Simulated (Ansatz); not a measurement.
# C₂H₆ (singlet): the correlation ladder, cc-pVDZ

The task here is to estimate one member of a computed series from the others.

Method: cc-pVDZ, core rule «outside noble gas», up to 2 orbitals frozen; program: Ansatz 0.2.0, Gaussian basis.

Plan: UHF; CCSD(T) on RHF; CCSDT(Q) on RHF.

3 further runs of the same task are left out: 1 that didn't finish, 2 set aside as unsound or not needed.

### The geometry

The geometry is an MP2(full)/6-31G* stationary point (not a proven minimum).

8 atoms, charge 0, spin multiplicity 1.

Atoms are counted from 1 here; the program's logs count them from 0.

Bond lengths: C1–C2 1.524 Å, C1–H3 1.093 Å, C1–H4 1.093 Å, C1–H5 1.093 Å, C2–H6 1.093 Å, C2–H7 1.093 Å, C2–H8 1.093 Å. Angles: C2–C1–H3 111.2°, C2–C1–H4 111.2°, C2–C1–H5 111.2°, H3–C1–H4 107.7°, H3–C1–H5 107.7°, H4–C1–H5 107.7°, C1–C2–H6 111.2°, C1–C2–H7 111.2°, C1–C2–H8 111.2°, H6–C2–H7 107.7°, H6–C2–H8 107.7°, H7–C2–H8 107.7°.

As a file:

```
C     0.0000    0.0000    0.7622
C     0.0000    0.0000   -0.7622
H     0.0000    1.0190    1.1572
H    -0.8824   -0.5095    1.1572
H     0.8824   -0.5095    1.1572
H     0.0000   -1.0190   -1.1572
H    -0.8824    0.5095   -1.1572
H     0.8824    0.5095   -1.1572
```

The first run:

Input file in.yaml:

```yaml
crystal:
  periodic: [false, false, false]
  atoms:
    - {symbol: C, position_ang: [0.000000, 0.000000, 0.762209]}
    - {symbol: C, position_ang: [0.000000, 0.000000, -0.762209]}
    - {symbol: H, position_ang: [0.000000, 1.018957, 1.157229]}
    - {symbol: H, position_ang: [-0.882443, -0.509479, 1.157229]}
    - {symbol: H, position_ang: [0.882443, -0.509479, 1.157229]}
    - {symbol: H, position_ang: [0.000000, -1.018957, -1.157229]}
    - {symbol: H, position_ang: [-0.882443, 0.509479, -1.157229]}
    - {symbol: H, position_ang: [0.882443, 0.509479, -1.157229]}
basis:
  gaussian: {orbitals: cc-pVDZ}
magnetization: {spin_polarized: true, initial_magnetization: 0}
hamiltonian: {xc: hf}
output: {orbitals: {seedname: orbitals}}
```

The run is started by

```sh
$ ansatz run in.yaml --threads 1 --pin off --events-out ev --progress --plain --max-ram 2880MiB --backend cpu
```

Steps of the session up to this table: UHF; CCSD(T) on RHF; CCSDT(Q) on RHF.

One table of the session follows, with a row left open; its other results are not shown here.

It belongs to the step «Misses and costs». 

```
   method  from RCCSDT(Q) (kcal/mol)
      RHF                          ?
     RMP2                     +29.07
    RCCSD                      +5.84
 RCCSD(T)                      +0.64
   RCCSDT                      +0.25
RCCSDT(Q)                          0
```

Q: Estimate the row for RHF from the others.

**Answer.** from RCCSDT(Q) (kcal/mol): +218.66. In the column «from RCCSDT(Q) (kcal/mol)» it is the highest.

With the free atoms at the same levels and basis (separate runs), the atomisation energy is 29.016 eV at RCCSDT(Q), 29.006 eV at RCCSD(T), 23.570 eV at RHF.
